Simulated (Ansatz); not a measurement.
Relaxation of C₄H₇FO (13 atoms, charge 0, multiplicity 1), to a largest force component of 0.015 eV/Å in at most 40 steps.

Level of theory: RKS B3LYP-D4/6-31G (Ansatz 0.2.0).

```xyz
13
Properties=species:S:1:pos:R:3:forces:R:3
C -0.205 -0.937 1.203 -1.56 3.23 0.50
C 0.231 -0.218 -0.056 -0.26 -1.03 0.76
C 1.489 -0.262 -0.431 1.75 1.05 -2.74
F 2.521 -0.923 0.204 0.04 -0.35 0.77
C -0.795 0.485 -0.899 0.32 0.03 0.91
O -1.349 1.573 -0.124 -2.15 -0.89 -0.14
H 0.578 -1.420 1.716 1.08 -0.72 0.48
H -0.991 -1.608 0.940 -0.77 -0.85 0.03
H -0.670 -0.143 1.931 0.68 -1.41 -1.17
H 1.914 0.186 -1.372 -0.71 -0.33 1.00
H -1.615 -0.194 -1.132 -0.13 0.15 -0.11
H -0.368 0.914 -1.792 0.30 -0.25 -0.77
H -0.661 2.187 0.064 1.41 1.37 0.48
```

Problem. Where does it end, and by what steps?

Solution. The run converged. Limits of this set-up: no polarisation functions. After 10 steps the energy has fallen by 0.353 eV; H9 moved furthest, 0.14 Å.

```csv
step,energy less start (eV),largest force component (eV/Å),accepted
0,0.0000,3.228,yes
1,-0.3024,1.016,yes
2,-0.3263,0.606,yes
3,-0.3412,0.276,yes
4,-0.3511,0.039,yes
5,-0.3516,0.019,yes
6,-0.3518,0.031,yes
7,-0.3523,0.020,yes
8,-0.3524,0.020,yes
9,-0.3507,0.327,no
10,-0.3525,0.011,yes
```

```xyz
13
Properties=species:S:1:pos:R:3
C -0.222 -0.904 1.204
C 0.246 -0.250 -0.067
C 1.509 -0.286 -0.492
F 2.506 -0.960 0.217
C -0.775 0.506 -0.879
O -1.376 1.603 -0.120
H 0.612 -1.321 1.772
H -0.931 -1.714 0.983
H -0.754 -0.175 1.825
H 1.902 0.172 -1.391
H -1.624 -0.136 -1.128
H -0.338 0.873 -1.819
H -0.674 2.231 0.149
```

Whether the end is a true minimum wasn't checked by a vibrational analysis.

Time of the run: 39 s on 1 thread of Arm Neoverse V2 (shared host), peak memory 0.16 GiB.
